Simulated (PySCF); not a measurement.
**Atomic charges by several schemes**

[B(OMe)H3]-, CH6BO (charge -1).
Cartesian coordinates in Å at the PBE0-D3(BJ)/def2-SVP level; atoms count from 1:
```xyz
9
CH6BO angstrom
B     -0.3864    0.6179   -0.9548
O     -0.3502    0.5553    0.5299
C      0.3218   -0.5153    1.0289
H     -0.1042   -1.5015    0.7095
H      0.3119   -0.5104    2.1430
H      1.3982   -0.5545    0.7188
H      0.7834    0.6839   -1.4358
H     -1.0278    1.6339   -1.3002
H     -0.9467   -0.4094   -1.4393
```

Density: PBE0/pcSseg-1 (PySCF); schemes: Mulliken, IAO, Hirshfeld and ESP-fitted. Geometry: PBE0-D3(BJ)/def2-SVP; no solvent, vibrations or thermal averaging. The pcSseg-1 basis has no diffuse functions, a weakness for an anion.

Question: Atoms with like bonding are taken together and averaged. For which atoms does the sign change between the 4 schemes (beyond +0.03 e in one, beyond −0.03 e in another)?

Answer: B1, C3 and H4/H5/H6.

Question: Which atoms carry the highest charge in the Mulliken, IAO, Hirshfeld and ESP-fitted schemes?

Answer: The schemes don't all agree: Mulliken B1 (+0.146); IAO H4/H5/H6 (+0.074); Hirshfeld H4/H5/H6 (-0.007); ESP-fitted C3 (+0.221).

Question: Which atoms carry the lowest charge in the Mulliken, IAO, Hirshfeld and ESP-fitted schemes?

Answer: All schemes agree: Mulliken O2 (-0.574); IAO O2 (-0.480); Hirshfeld O2 (-0.253); ESP-fitted O2 (-0.493).

Question: Tabulate the Mulliken, IAO, Hirshfeld and ESP-fitted charges.

Answer: In e; atoms taken as equivalent share a row and are averaged (×n: the atom named and its like, n in all):

| atom | environment | Mulliken | IAO | Hirshfeld | ESP-fitted |
| --- | --- | --- | --- | --- | --- |
| B1 | boron bonded to O and 3 H | +0.146 | -0.277 | -0.139 | +0.215 |
| O2 | oxygen bonded to B and C | -0.574 | -0.480 | -0.253 | -0.493 |
| C3 | carbon bonded to O and 3 H | +0.026 | -0.148 | -0.069 | +0.221 |
| H4/H5/H6 | hydrogen on C3 | +0.026 | +0.074 | -0.007 | -0.050 |
| H7/H8/H9 | hydrogen on B1 | -0.226 | -0.106 | -0.173 | -0.265 |

Mean size of the charges over all atoms: ESP-fitted 0.208 e, Mulliken 0.167 e, IAO 0.161 e, Hirshfeld 0.111 e. Each set sums to the total charge, -1, to within 0.001 e. The IAO scheme projects the occupied orbitals on a minimal set of polarised atomic orbitals and counts the electrons in each atom's part of it.

Some averages cover members that differ in this geometry: H7/H8/H9, Mulliken -0.241 to -0.195; H7/H8/H9, IAO -0.116 to -0.084 e.

Question: How closely do the schemes follow one another over all atoms?

Answer: Correlation coefficient and root-mean-square difference: Mulliken with ESP-fitted 0.92, 0.089 e; IAO with Hirshfeld 0.84, 0.111 e; Mulliken with Hirshfeld 0.79, 0.151 e; Hirshfeld with ESP-fitted 0.62, 0.182 e; Mulliken with IAO 0.61, 0.173 e; IAO with ESP-fitted 0.31, 0.236 e.

Question: How many electrons does the Hirshfeld scheme count on B1?

Answer: Z − q = 5 − (-0.139) = 5.139.
